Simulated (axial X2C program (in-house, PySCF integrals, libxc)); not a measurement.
Excited states of NaAl by EOM-EE-CCSD

Computed with an axial X2C code built on PySCF integrals: two-component X2C with atomic mean-field Coulomb and Gaunt terms, Gaussian nuclei, basis Al dyall-av3z, Na dyall-acv3z with contracted cores.

R = 3.145 Å (near the PBE0 minimum at charge 0 of the determinant lowest at the starting distance; the state shown can have its own minimum elsewhere).

Hartree–Fock spinors of NaAl (one of each Kramers pair; a window near the gap, which can cut inner shells):

```
  ω  occupied  ε (eV)                    character
1/2       yes  -10.53   77% Al s, 9% Na p, 6% Na s
1/2       yes   -4.62  64% Al p, 29% Na s, 3% Al s
1/2        no    0.01  65% Na s, 26% Na p, 6% Al p
1/2        no    0.17           88% Na p, 12% Al p
3/2        no    0.17           88% Na p, 12% Al p
1/2        no    0.27            88% Na p, 9% Na s
1/2        no    0.49  46% Al p, 41% Na p, 8% Na s
3/2        no    0.50  52% Al p, 44% Na p, 4% Na d
```

Vertical excitation energies from the closed-shell determinant state of NaAl:

| Ω | excitation (eV) | cm⁻¹ | hole of the leading pair | particle of the leading pair | weight of the pair (for Ω = 0 its time-reversed partner can hold as much again) | singles weight |
| --- | --- | --- | --- | --- | --- | --- |
| 0⁻ | 0.328 | 2645 | 63% Al pσ, 28% Na sσ | 77% Al pπ, 13% Na pπ, 9% Na dπ | 0.47 | 0.95 |
| 0⁺ | 0.328 | 2647 | 63% Al pσ, 28% Na sσ | 77% Al pπ, 13% Na pπ, 9% Na dπ | 0.47 | 0.95 |
| 1 | 0.332 | 2675 | 63% Al pσ, 28% Na sσ | 77% Al pπ, 13% Na pπ, 9% Na dπ | 0.48 | 0.95 |
| 2 | 0.336 | 2707 | 63% Al pσ, 28% Na sσ | 77% Al pπ, 13% Na pπ, 9% Na dπ | 0.94 | 0.95 |
| 1 | 0.819 | 6607 | 63% Al pσ, 28% Na sσ | 78% Al pπ, 11% Na pπ, 10% Na dπ | 0.46 | 0.91 |
| 0⁻ | 1.033 | 8333 | 63% Al pσ, 30% Na sσ | 37% Na sσ, 26% Al pσ, 23% Na pσ | 0.48 | 0.96 |
| 1 | 1.033 | 8334 | 63% Al pσ, 30% Na sσ | 37% Na sσ, 26% Al pσ, 23% Na pσ | 0.96 | 0.96 |
| 0⁺ | 2.115 | 17060 | 63% Al pσ, 28% Na sσ | 39% Na sσ, 37% Na pσ, 13% Al pσ | 0.38 | 0.76 |

This point took 53 s on 1 thread of Intel(R) Xeon(R) Platinum 8488C (Sapphire Rapids), on a shared host.

Reference electrons by ω block (each with its −ω partner): 1/2: 10, 3/2: 2. 12 electrons of NaAl correlated (inner shells frozen), 86 natural virtual spinors (a truncated set); levels can be off by some tenths of an eV. Roots sought by Ω: (0: 5, 1: 4, 2: 3, 3: 1); the list ends where they run out and leaves out roots under 60 % singles weight. The solver can skip a root, and states that need a further excitation, which the method places far too high, are missing though they may lie low or lowest. T1 of the reference 0.012 (Lee–Taylor). Number of frozen shells: Al 2 s, 1 p; Na 1 s.
